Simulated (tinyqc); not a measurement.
Inside a calculation. Method: CCSD on RHF in the sto-3g basis, for H2O, spin multiplicity 1. One step of it, computed by the program tinyqc.

Problem. Iteration 1: building the Fock matrix. J_ij = sum D_kl (ij|kl), K_ij = sum D_kl (ik|jl); F = H + J - 0.5 K; E = tr D H + tr D J / 2 - 0.25 tr D K + E_nn.

D at the start:
```
            1O 1s      1O 2s    1O 2px     1O 2py     1O 2pz      2H 1s      3H 1s
1O 1s    2.073568  -0.311185  0.000000   0.000000   0.084049  -0.126378  -0.126378
1O 2s   -0.311185   1.385403  0.000000   0.000000  -0.309431   0.353221   0.353221
1O 2px   0.000000   0.000000  2.000000   0.000000   0.000000   0.000000   0.000000
1O 2py   0.000000   0.000000  0.000000   1.588867   0.000000   0.308147  -0.308147
1O 2pz   0.084049  -0.309431  0.000000   0.000000   1.872716   0.118554   0.118554
2H 1s   -0.126378   0.353221  0.000000   0.308147   0.118554   0.172615   0.053090
3H 1s   -0.126378   0.353221  0.000000  -0.308147   0.118554   0.053090   0.172615
```

core Hamiltonian H = T + V (hartree):
```
             1O 1s      1O 2s     1O 2px     1O 2py     1O 2pz      2H 1s      3H 1s
1O 1s   -32.515815  -7.564257   0.000000   0.000000  -0.012268  -1.035995  -1.035995
1O 2s    -7.564257  -9.141597   0.000000   0.000000  -0.151667  -2.531105  -2.531105
1O 2px    0.000000   0.000000  -7.297249   0.000000   0.000000   0.000000   0.000000
1O 2py    0.000000   0.000000   0.000000  -7.395270   0.000000  -1.528170   1.528170
1O 2pz   -0.012268  -0.151667   0.000000   0.000000  -7.351147  -1.169298  -1.169298
2H 1s    -1.035995  -2.531105   0.000000  -1.528170  -1.169298  -4.293482  -0.816339
3H 1s    -1.035995  -2.531105   0.000000   1.528170  -1.169298  -0.816339  -4.293482
```

Two-electron integrals (ij|kl) in chemists' order, unique and non-zero (hartree):
```
(11|11) 4.785065    (21|11) 0.741380    (21|21) 0.136873    (22|11) 1.118947
(22|21) 0.256633    (22|22) 0.817206    (31|31) 0.024477    (32|31) 0.037809
(32|32) 0.180518    (33|11) 1.115814    (33|21) 0.256684    (33|22) 0.817023
(33|33) 0.880159    (41|41) 0.024477    (42|41) 0.037809    (42|42) 0.180518
(43|43) 0.047444    (44|11) 1.115814    (44|21) 0.256684    (44|22) 0.817023
(44|33) 0.785270    (44|44) 0.880159    (51|51) 0.024477    (52|51) 0.037809
(52|52) 0.180518    (53|53) 0.047444    (54|54) 0.047444    (55|11) 1.115814
(55|21) 0.256684    (55|22) 0.817023    (55|33) 0.785270    (55|44) 0.785270
(55|55) 0.880159    (61|11) 0.101787    (61|21) 0.018652    (61|22) 0.034815
(61|33) 0.034747    (61|41) 0.000679    (61|42) 0.001282    (61|44) 0.034882
(61|51) 0.000503    (61|52) 0.000951    (61|54) 0.000100    (61|55) 0.034821
(61|61) 0.002574    (62|11) 0.272837    (62|21) 0.063472    (62|22) 0.226920
(62|33) 0.222888    (62|41) 0.003825    (62|42) 0.030479    (62|44) 0.230547
(62|51) 0.002836    (62|52) 0.022601    (62|54) 0.005680    (62|55) 0.227099
(62|61) 0.008836    (62|62) 0.081150    (63|31) 0.006327    (63|32) 0.037961
(63|43) 0.006162    (63|53) 0.004569    (63|63) 0.010979    (64|11) 0.166481
(64|21) 0.039199    (64|22) 0.149636    (64|33) 0.143014    (64|41) 0.008379
(64|42) 0.056759    (64|44) 0.160092    (64|51) 0.001522    (64|52) 0.013939
(64|54) 0.008094    (64|55) 0.145628    (64|61) 0.005672    (64|62) 0.065074
(64|64) 0.062577    (65|11) 0.123450    (65|21) 0.029067    (65|22) 0.110959
(65|33) 0.106049    (65|41) 0.001522    (65|42) 0.013939    (65|44) 0.109573
(65|51) 0.007455    (65|52) 0.048297    (65|54) 0.008776    (65|55) 0.117126
(65|61) 0.004206    (65|62) 0.048254    (65|64) 0.038262    (65|65) 0.039351
(66|11) 0.443090    (66|21) 0.104720    (66|22) 0.431356    (66|33) 0.414911
(66|41) 0.007465    (66|42) 0.083963    (66|44) 0.446407    (66|51) 0.005535
(66|52) 0.062261    (66|54) 0.023355    (66|55) 0.432230    (66|61) 0.014667
(66|62) 0.203150    (66|64) 0.185975    (66|65) 0.137905    (66|66) 0.774606
(71|11) 0.101787    (71|21) 0.018652    (71|22) 0.034815    (71|33) 0.034747
(71|41) -0.000679   (71|42) -0.001282   (71|44) 0.034882    (71|51) 0.000503
(71|52) 0.000951    (71|54) -0.000100   (71|55) 0.034821    (71|61) 0.002534
(71|62) 0.008549    (71|64) 0.005066    (71|65) 0.004074    (71|66) 0.014086
(71|71) 0.002574    (72|11) 0.272837    (72|21) 0.063472    (72|22) 0.226920
(72|33) 0.222888    (72|41) -0.003825   (72|42) -0.030479   (72|44) 0.230547
(72|51) 0.002836    (72|52) 0.022601    (72|54) -0.005680   (72|55) 0.227099
(72|61) 0.008549    (72|62) 0.063501    (72|64) 0.035617    (72|65) 0.036634
(72|66) 0.126825    (72|71) 0.008836    (72|72) 0.081150    (73|31) 0.006327
(73|32) 0.037961    (73|43) -0.006162   (73|53) 0.004569    (73|63) 0.008242
(73|73) 0.010979    (74|11) -0.166481   (74|21) -0.039199   (74|22) -0.149636
(74|33) -0.143014   (74|41) 0.008379    (74|42) 0.056759    (74|44) -0.160092
(74|51) -0.001522   (74|52) -0.013939   (74|54) 0.008094    (74|55) -0.145628
(74|61) -0.005066   (74|62) -0.035617   (74|64) -0.012231   (74|65) -0.020175
(74|66) -0.065814   (74|71) -0.005672   (74|72) -0.065074   (74|74) 0.062577
(75|11) 0.123450    (75|21) 0.029067    (75|22) 0.110959    (75|33) 0.106049
(75|41) -0.001522   (75|42) -0.013939   (75|44) 0.109573    (75|51) 0.007455
(75|52) 0.048297    (75|54) -0.008776   (75|55) 0.117126    (75|61) 0.004074
(75|62) 0.036634    (75|64) 0.020175    (75|65) 0.029067    (75|66) 0.079479
(75|71) 0.004206    (75|72) 0.048254    (75|74) -0.038262   (75|75) 0.039351
(76|11) 0.080454    (76|21) 0.018897    (76|22) 0.073627    (76|33) 0.071913
(76|44) 0.073421    (76|51) 0.001306    (76|52) 0.012546    (76|55) 0.075467
(76|61) 0.002601    (76|62) 0.026121    (76|64) 0.018307    (76|65) 0.017496
(76|66) 0.068923    (76|71) 0.002601    (76|72) 0.026121    (76|74) -0.018307
(76|75) 0.017496    (76|76) 0.010727    (77|11) 0.443090    (77|21) 0.104720
(77|22) 0.431356    (77|33) 0.414911    (77|41) -0.007465   (77|42) -0.083963
(77|44) 0.446407    (77|51) 0.005535    (77|52) 0.062261    (77|54) -0.023355
(77|55) 0.432230    (77|61) 0.014086    (77|62) 0.126825    (77|64) 0.065814
(77|65) 0.079479    (77|66) 0.278855    (77|71) 0.014667    (77|72) 0.203150
(77|74) -0.185975   (77|75) 0.137905    (77|76) 0.068923    (77|77) 0.774606
```

nuclear repulsion = 7.48476873 hartree

Give: Coulomb J; exchange K; Fock matrix F; total energy of this density.

Solution.

Coulomb J (hartree):
```
          1O 1s    1O 2s  1O 2px   1O 2py   1O 2pz   2H 1s    3H 1s
1O 1s   17.8643   3.3901  0.0000   0.0000  -0.0081  0.4621   0.4621
1O 2s    3.3901   8.4517  0.0000   0.0000  -0.0110  2.3042   2.3042
1O 2px   0.0000   0.0000  8.4393   0.0000   0.0000  0.0000   0.0000
1O 2py   0.0000   0.0000  0.0000   8.4448   0.0000  1.5066  -1.5066
1O 2pz  -0.0081  -0.0110  0.0000   0.0000   8.4479  1.1180   1.1180
2H 1s    0.4621   2.3042  0.0000   1.5066   1.1180  4.3839   0.7427
3H 1s    0.4621   2.3042  0.0000  -1.5066   1.1180  0.7427   4.3839
```

exchange K (hartree):
```
         1O 1s    1O 2s  1O 2px   1O 2py   1O 2pz   2H 1s    3H 1s
1O 1s   9.7612   1.7123  0.0000   0.0000   0.0075  0.2399   0.2399
1O 2s   1.7123   2.6137  0.0000   0.0000  -0.0997  0.8534   0.8534
1O 2px  0.0000   0.0000  2.2667   0.0000   0.0000  0.0000   0.0000
1O 2py  0.0000   0.0000  0.0000   2.1569   0.0000  0.5276  -0.5276
1O 2pz  0.0075  -0.0997  0.0000   0.0000   2.2434  0.3584   0.3584
2H 1s   0.2399   0.8534  0.0000   0.5276   0.3584  0.7188   0.2541
3H 1s   0.2399   0.8534  0.0000  -0.5276   0.3584  0.2541   0.7188
```

Fock matrix F (hartree):
```
           1O 1s    1O 2s  1O 2px   1O 2py   1O 2pz    2H 1s    3H 1s
1O 1s   -19.5321  -5.0303  0.0000   0.0000  -0.0241  -0.6938  -0.6938
1O 2s    -5.0303  -1.9968  0.0000   0.0000  -0.1128  -0.6536  -0.6536
1O 2px    0.0000   0.0000  0.0086   0.0000   0.0000   0.0000   0.0000
1O 2py    0.0000   0.0000  0.0000  -0.0290   0.0000  -0.2853   0.2853
1O 2pz   -0.0241  -0.1128  0.0000   0.0000  -0.0249  -0.2305  -0.2305
2H 1s    -0.6938  -0.6536  0.0000  -0.2853  -0.2305  -0.2690  -0.2007
3H 1s    -0.6938  -0.6536  0.0000   0.2853  -0.2305  -0.2007  -0.2690
```

total energy of this density = -74.392203 hartree
